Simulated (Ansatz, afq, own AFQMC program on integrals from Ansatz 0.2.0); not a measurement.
AlO⁺, singlet: AFQMC among the cluster methods

```xyz
2

Al    0.0000    0.0000    0.0000
O     0.0000    0.0000    1.6200
```

Basis 6-31G. Only valence electrons are correlated. Ansatz 0.2.0 and our own AFQMC program on the same integrals; the CISD trial comes from CCSD amplitudes, and released means the phaseless constraint is let go. Free projection: walkers drawn from exp(T), propagated without any constraint. Its projection time is finite, and what remains of the start isn't in its error. Error bars are statistical, one sigma.

Determinant: RHF, the one that the program's search chose, which needn't be the lowest solution. The geometry is a PBE0/def2-TZVP stationary point of this or a neighbouring charge and spin state.

Full CI on the same integrals is exact in this basis and with this determinant's frozen core.

Cautions: restricted determinant unstable towards unrestricted (UHF 2.24 eV lower, ⟨S²⟩ 1.01); strong correlation (T1 0.065, weight of the determinant 0.80, largest double 0.29); the CCSD(T) amplitudes may be one of several solutions (largest double 0.29).

- T1 diagnostic: 0.0654
- weight of the determinant in the CISD state: 0.796
- size of the correlated space: 8 electrons in 16 orbitals

Reference: full CI, correlation energy -5.836 eV. The released energy is read at 2.40 1/Eh (meV from the phaseless value at times in 1/Eh: -10 ± 5 at 0.24, -23 ± 5 at 0.51, -38 ± 6 at 0.99, -56 ± 6 at 1.62, -57 ± 6 at 2.40). The cautions show a poor starting determinant, so the rows tell how each method copes with it here, and full CI is the sure value.

| level | E − E(reference) (kJ/mol) | share of correlation (%) |
| --- | --- | --- |
| HF | 563.1 | 0.00 |
| MP2 | 56.8 | 89.91 |
| CCSD | 34.5 | 93.86 |
| CCSD(T) | 5.8 | 98.97 |
| ph-AFQMC/HF | 20.6 ± 2.4 | 96.35 |
| ph-AFQMC/CISD | 6.7 ± 0.4 | 98.81 |
| released AFQMC | 1.2 ± 0.6 | 99.78 |
| free AFQMC | -0.1 ± 0.9 | 100.01 |

Free projections are given only where their last times agree within the noise and don't stop above the reference; a slow remainder of the start can still hide under it. A walk keeps the symmetry of its determinant, which the program's search chose and which needn't be the lowest solution, so a lower state of the same spin and another symmetry isn't excluded. Released energies are given only where the last usable release times agree within the noise; a slower fall can still hide under it.
